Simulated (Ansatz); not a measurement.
Reaction (SMILES): P#P (P2) → 2 P atom
B3LYP-D3(BJ)/def2-TZVP geometries, fixed; electronic energies without zero-point terms.

Effect of a fitting basis named in the input at MP2/def2-TZVPP with Ansatz (a program for electronic structure), against the last row, where the atomisation energy is 108.34 kcal/mol. Cores are frozen. A restricted Hartree-Fock determinant is unstable towards unrestricted orbitals. Open shells are unrestricted. The default fits or decomposes integrals by the program's own choice; accuracy: high also tightens integrals, grids and stops.

```json
[
 {"setting": "fitting: def2-universal-jkfit and def2-SVP-RIFIT", "largest shift of a total energy (mEh)": "-2.975", "shift of the atomisation energy (kcal/mol)": "-1.991"},
 {"setting": "fitting: def2-universal-jkfit and cc-pVDZ-RIFIT", "largest shift of a total energy (mEh)": "-2.852", "shift of the atomisation energy (kcal/mol)": "-1.862"},
 {"setting": "fitting: def2-universal-jkfit and cc-pVTZ-RIFIT", "largest shift of a total energy (mEh)": "-0.027", "shift of the atomisation energy (kcal/mol)": "-0.047"},
 {"setting": "fitting: def2-universal-jkfit and aug-cc-pVTZ-RIFIT", "largest shift of a total energy (mEh)": "0.028", "shift of the atomisation energy (kcal/mol)": "-0.048"},
 {"setting": "fitting: def2-universal-jkfit and cc-pVQZ-RIFIT", "largest shift of a total energy (mEh)": "0.079", "shift of the atomisation energy (kcal/mol)": "-0.084"},
 {"setting": "fitting: def2-universal-jkfit and aug-cc-pVQZ-RIFIT", "largest shift of a total energy (mEh)": "0.079", "shift of the atomisation energy (kcal/mol)": "-0.082"},
 {"setting": "accuracy: high", "largest shift of a total energy (mEh)": "-0.001", "shift of the atomisation energy (kcal/mol)": "0.000"},
 {"setting": "accuracy: medium (default)", "largest shift of a total energy (mEh)": "0.000", "shift of the atomisation energy (kcal/mol)": "0.000"}
]
```

Within 0.1 kcal/mol in the atomisation energy: fitting: def2-universal-jkfit and cc-pVTZ-RIFIT; fitting: def2-universal-jkfit and aug-cc-pVTZ-RIFIT; fitting: def2-universal-jkfit and cc-pVQZ-RIFIT; fitting: def2-universal-jkfit and aug-cc-pVQZ-RIFIT; accuracy: high. The largest shift is 2.975 mEh in a total energy and 1.991 kcal/mol in the difference.
